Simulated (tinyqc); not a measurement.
Worked calculation: ROHF in the sto-6g basis, for LiH+, spin multiplicity 2. One step of it, computed by the program tinyqc.

Task: Iteration 1: Roothaan effective Fock matrix. With projectors Pc = D(beta) S, Po = (D(alpha) - D(beta)) S, Pv = 1 - D(alpha) S, the block xy is Px^T F Py; with Fc = (F(alpha) + F(beta))/2, the blocks are Fc for cc, oo, vv and cv, F(beta) for co and F(alpha) for ov.

F(alpha) (hartree):
```
            1Li 1s     1Li 2s    1Li 2px    1Li 2py    1Li 2pz      2H 1s
1Li 1s   -2.764232  -0.692827   0.000000   0.000000  -0.014365  -0.332903
1Li 2s   -0.692827  -0.469778   0.000000   0.000000  -0.180730  -0.497577
1Li 2px   0.000000   0.000000  -0.109690   0.000000   0.000000   0.000000
1Li 2py   0.000000   0.000000   0.000000  -0.109690   0.000000   0.000000
1Li 2pz  -0.014365  -0.180730   0.000000   0.000000  -0.338758  -0.546387
2H 1s    -0.332903  -0.497577   0.000000   0.000000  -0.546387  -0.843489
```

F(beta) (hartree):
```
            1Li 1s     1Li 2s    1Li 2px    1Li 2py    1Li 2pz      2H 1s
1Li 1s   -2.757738  -0.685687   0.000000   0.000000  -0.005639  -0.316800
1Li 2s   -0.685687  -0.354238   0.000000   0.000000  -0.030729  -0.237959
1Li 2px   0.000000   0.000000  -0.095038   0.000000   0.000000   0.000000
1Li 2py   0.000000   0.000000   0.000000  -0.095038   0.000000   0.000000
1Li 2pz  -0.005639  -0.030729   0.000000   0.000000  -0.139479  -0.192687
2H 1s    -0.316800  -0.237959   0.000000   0.000000  -0.192687  -0.162157
```

D(alpha) at the start:
```
            1Li 1s     1Li 2s   1Li 2px   1Li 2py    1Li 2pz      2H 1s
1Li 1s    1.027895  -0.055896  0.000000  0.000000  -0.020819  -0.089835
1Li 2s   -0.055896   0.039193  0.000000  0.000000   0.042392   0.152294
1Li 2px   0.000000   0.000000  0.000000  0.000000   0.000000   0.000000
1Li 2py   0.000000   0.000000  0.000000  0.000000   0.000000   0.000000
1Li 2pz  -0.020819   0.042392  0.000000  0.000000   0.047510   0.170050
2H 1s    -0.089835   0.152294  0.000000  0.000000   0.170050   0.608889
```

D(beta) at the start:
```
            1Li 1s     1Li 2s   1Li 2px   1Li 2py    1Li 2pz      2H 1s
1Li 1s    1.014309  -0.033142  0.000000  0.000000   0.004581   0.001117
1Li 2s   -0.033142   0.001083  0.000000  0.000000  -0.000150  -0.000036
1Li 2px   0.000000   0.000000  0.000000  0.000000   0.000000   0.000000
1Li 2py   0.000000   0.000000  0.000000  0.000000   0.000000   0.000000
1Li 2pz   0.004581  -0.000150  0.000000  0.000000   0.000021   0.000005
2H 1s     0.001117  -0.000036  0.000000  0.000000   0.000005   0.000001
```

overlap S:
```
           1Li 1s    1Li 2s   1Li 2px   1Li 2py   1Li 2pz     2H 1s
1Li 1s   1.000000  0.235742  0.000000  0.000000  0.000000  0.107025
1Li 2s   0.235742  1.000000  0.000000  0.000000  0.000000  0.449842
1Li 2px  0.000000  0.000000  1.000000  0.000000  0.000000  0.000000
1Li 2py  0.000000  0.000000  0.000000  1.000000  0.000000  0.000000
1Li 2pz  0.000000  0.000000  0.000000  0.000000  1.000000  0.544193
2H 1s    0.107025  0.449842  0.000000  0.000000  0.544193  1.000000
```

Give: effective F.

Result:

effective F (hartree):
```
          1Li 1s   1Li 2s  1Li 2px  1Li 2py  1Li 2pz    2H 1s
1Li 1s   -2.7608  -0.6858   0.0000   0.0000  -0.0060  -0.3196
1Li 2s   -0.6858  -0.3719   0.0000   0.0000  -0.0648  -0.3392
1Li 2px   0.0000   0.0000  -0.1024   0.0000   0.0000   0.0000
1Li 2py   0.0000   0.0000   0.0000  -0.1024   0.0000   0.0000
1Li 2pz  -0.0060  -0.0648   0.0000   0.0000  -0.1994  -0.3506
2H 1s    -0.3196  -0.3392   0.0000   0.0000  -0.3506  -0.5369
```
